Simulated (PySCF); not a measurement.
Compound: C3H5N3.
SMILES with atom numbers: `[CH3:1][n:2]1[cH:3][n:4][cH:5][n:6]1`

Cartesian coordinates in Å at the PBE0-D3(BJ)/def2-SVP level; atoms count from 1:
```xyz
11
C3H5N3 angstrom
C     -1.549   -0.154   -0.446
N     -0.171   -0.054   -0.048
C      0.609    1.041    0.066
N      1.815    0.699    0.462
C      1.717   -0.646    0.579
N      0.531   -1.143    0.279
H     -2.146   -0.598    0.363
H     -1.930    0.850   -0.669
H     -1.640   -0.784   -1.343
H      0.252    2.048   -0.150
H      2.543   -1.284    0.894
```

Probes without a nucleus sit at each ring's centroid and 1 Å off its mean plane on both sides; NICS is minus the shielding there, NICSzz its component along the normal. Level: GIAO PBE/pcSseg-2 (PySCF, non-relativistic, gas phase) on the PBE0-D3(BJ)/def2-SVP geometry, one conformer.

Ring bond lengths (Å): N2–C3 1.349, C3–N4 1.315, N4–C5 1.353, C5–N6 1.321, N6–N2 1.336.

Task: Give the NICS values of each ring in ppm.

Result: 
| ring | type | NICS(0) | NICS(1), two faces | NICS(1)zz, two faces | rms pucker (Å) | centre to ring atoms, mean (Å) |
| --- | --- | --- | --- | --- | --- | --- |
| N2–C3–N4–C5–N6 | 5-membered ring with 3 N; formal bonds all aromatic | -12.2 | -10.9 / -10.9 | -32.0 / -32.0 | 0.00 | 1.13 |

Task: What do they say, and how far can they be read as aromaticity?

Result: 
- N2–C3–N4–C5–N6: mean NICS(1)zz -32.0 ppm, shielded, aromatic by this magnetic criterion (flat ring, no four-coordinate atom).

Task: And the bond-length index? HOMA = 1 − mean of α(R − Ropt)² over the ring bonds, with Krygowski's 1993 parameters (CN: Ropt 1.334 Å, α 93.52 Å⁻²; NN: Ropt 1.309 Å, α 130.33 Å⁻²).

Result: 
- N2–C3–N4–C5–N6: HOMA 0.96; the largest term is that of N6–N2, α(R − Ropt)² = 0.09. The geometric and the magnetic index point the same way.

Task: Give the inner angles of the rings.

Result: 
- N2–C3–N4–C5–N6: N2 109.7°, C3 110.1°, N4 102.6°, C5 114.8°, N6 102.7°; sum 540.0° against 540° for a flat convex ring.

Task: How shielded are the nuclei of the rings and their hydrogens (means over atoms taken as equivalent)?

Result: 
```
atoms                          environment  σ isotropic (ppm)  principal values of the symmetric part, first atom (ppm)
   N2                pyrrole-type nitrogen               23.7                                       -102.3, 60.9, 112.6
   C3  aromatic CH next to a ring nitrogen               33.0                                         -38.9, 41.9, 95.9
   N4               pyridine-type nitrogen              -33.0                                     -207.3, -103.5, 211.8
   C5  aromatic CH next to a ring nitrogen               20.7                                         -58.6, 28.8, 91.7
   N6               pyridine-type nitrogen              -71.0                                     -263.6, -100.6, 151.2
  H10                    aromatic hydrogen              23.54                                          21.1, 22.9, 26.6
  H11                    aromatic hydrogen              23.38                                          20.7, 24.2, 25.3
```

Task: How do the values depend on the level or the medium?

Result: 
```json
{"level": "PBE/pcSseg-2, gas", "NICS(0), N2–C3–N4–C5–N6": "-12.2", "mean NICS(1)zz, N2–C3–N4–C5–N6": "-32.0"}
{"level": "PBE0/pcSseg-1, gas", "NICS(0), N2–C3–N4–C5–N6": "-13.2", "mean NICS(1)zz, N2–C3–N4–C5–N6": "-32.5"}
```

The geometry is the same throughout.
